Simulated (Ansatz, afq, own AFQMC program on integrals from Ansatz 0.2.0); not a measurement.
AFQMC on a folder of integrals that Ansatz 0.2.0 wrote.

```yaml
crystal:
  periodic: [false, false, false]
  atoms:
    - {symbol: Se, position_ang: [0.000000, 0.000000, 0.000000]}
    - {symbol: Mg, position_ang: [0.000000, 0.000000, 2.369500]}
basis:
  gaussian: {orbitals: 6-31G}
total_charge: 1
magnetization: {spin_polarized: true, initial_magnetization: 1}
correlation: {method: ccsd_t, electrons: outside_noble_gas, hamiltonian_folder: ham}
```

```sh
$ ansatz run in.yaml --threads 1 --pin off --events-out ev --progress --plain --max-ram 1843MiB
```

afq runs on the folder ham with

```
--method free --trial cisd --walkers 110 --time-step 0.03 --max-blocks 80 --target-error 0.00032 --factor-cut 1e-05 --seed 8086 --times 0,0.3,0.6,1.2,1.8,2.4,3.6,4.8,6 --taylor-order 8
```

Times are imaginary, in 1/Eh. The walk had a cap of 534 s. Filled inner d shells are frozen with the cores.

afq prints:

```
orbitals 23  electrons 4 3  factors 157 of 383
reference energy -2598.83727365 Eh
CCSD correlation -0.05484377 Eh in 13 cycles, weight of the determinant in the CISD state 0.9234
repeat  energy at the last time / Eh  error
    10  -2598.893876  0.000460
    20  -2598.893826  0.000283
    30  -2598.894031  0.000273
time / (1/Eh)  energy / Eh  error  mean overlap
  0.00  -2598.892113  0.000051  1.0832
  0.30  -2598.893091  0.000087  1.0824
  0.60  -2598.893531  0.000109  1.0813
  1.20  -2598.894046  0.000124  1.0698
  1.80  -2598.894293  0.000119  1.0642
  2.40  -2598.894215  0.000121  1.0666
  3.60  -2598.894191  0.000149  1.0820
  4.80  -2598.893933  0.000190  1.1082
  6.00  -2598.894092  0.000273  1.1256
energy -2598.894092 +/- 0.000273 Eh
```

The run passed its tests (error under three times the target), which doesn't prove that it has relaxed.

Against this walk (error 7.4 meV) on the same determinant: CCSD(T) 1.8 meV higher (within the noise), CCSDT(Q) 16.9 meV lower, full CI 13.9 meV lower (within the noise). The error is statistical, and a free projection of finite length keeps a remainder of its start.

Cautions: remainder of the start not in the error; no relativity below Rb; no spin-orbit coupling; inner d shell frozen; unrestricted determinant slightly spin contaminated (⟨S²⟩ 0.83 against 0.75).

The walk took 56 s on 1 thread of Arm Neoverse V1, on a shared host. The log's last line is the free-projection energy.

CCSDT and higher add their correlation energy to the determinant of the CCSD(T) run, since their own runs factorise the integrals more tightly (a shift of under 2 meV).
